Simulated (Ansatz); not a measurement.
H5NSi, SMILES `N[SiH3]`. Total charge 0; spin multiplicity 1.

Cartesian coordinates in Å:
```
N -0.9411 0.4984 -0.0620
Si 0.6253 -0.2050 0.0400
H -1.5609 0.4505 0.7306
H -1.4600 0.4355 -0.9231
H 1.2581 0.2705 1.2974
H 0.6718 -1.6982 0.0564
H 1.4069 0.2484 -1.1394
```

(1) What are the harmonic wavenumbers in cm⁻¹ at PBE0-D4/def2-TZVP (Ansatz, finite differences of forces, unscaled)? (An estimate is asked.)

(2) Is this a minimum?

(3) Give the ideal-gas thermochemistry at 298.15 K and 1 bar (rigid rotor, harmonic oscillator; point group Cs, symmetry number 1).

(4) And at 400, 500, 600, 800 and 1000 K?

(5) Rotational constants (cm⁻¹)?

Answers

(1) Computed: 174, 389, 625, 701, 852, 916, 924, 978, 984, 1585, 2177, 2229, 2233, 3603, 3695.

(2) Yes, all 15 modes are real.

(3) Zero-point energy 132.0 kJ/mol; H(298) − E = 145.7 kJ/mol; entropy 264.3 J/(mol·K), of which translation 156.9, rotation 87.6, vibration 19.8; G(298) − E = 66.8 kJ/mol.

(4) 
| T (K) | H − E (kJ/mol) | S (J/mol/K) | G − E (kJ/mol) |
| --- | --- | --- | --- |
| 400 | 153.0 | 285.3 | 38.8 |
| 500 | 161.3 | 303.9 | 9.4 |
| 600 | 170.6 | 320.8 | -21.9 |
| 800 | 191.4 | 350.7 | -89.1 |
| 1000 | 214.5 | 376.4 | -161.9 |

(5) 2.286, 0.4239, 0.4095.
